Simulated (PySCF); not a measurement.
# PO₂⁻: from structure and modes to constants

Level of theory: PBE0 in PySCF with P def2-TZVPD, O def2-TZVPD; no relativity; density-fitted integrals.

The singlet minimum has C2v symmetry. Masses (u): P 30.97376, O 15.99492.

```xyz
3
charge -1 multiplicity 1, angstrom
P     0.0000    0.0000   -0.3868
O     1.2927    0.0000    0.3745
O    -1.2927    0.0000    0.3745
```

Harmonic wavenumbers (cm⁻¹): 461.1 (a1, ×1), 1086.0 (a1, ×1), 1239.5 (b2, ×1).

Problem. Find the principal moments of inertia and the rotational constants. What kind of rotor is it?

Solution. About the centre of mass I = 9.1218, 53.457, 62.579 u Å². With B = 16.8576/I this gives 1.848, 0.3153, 0.2694 cm⁻¹. The molecule is an asymmetric top with κ = -0.94.

Problem. Find the vibrational entropy and heat capacity at 298.15 K.

Solution. With u = 1.43878 ω/T, each mode gives S = R[u/(eᵘ−1) − ln(1−e⁻ᵘ)] and C = R u² eᵘ/(eᵘ−1)².
```tsv
ω (cm⁻¹)	u	S (J/(mol K))	C (J/(mol K))
461.1	2.225	3.19	5.59
1086.0	5.241	0.28	1.22
1239.5	5.981	0.15	0.75
```
The sums over all modes are S = 3.6 and C = 7.6 J/(mol K); the softest mode gives 88 % of the entropy.

Other isomers or separated fragments may lie lower. The lowest empty level of this anion is unbound, so it and the gap depend on the basis.
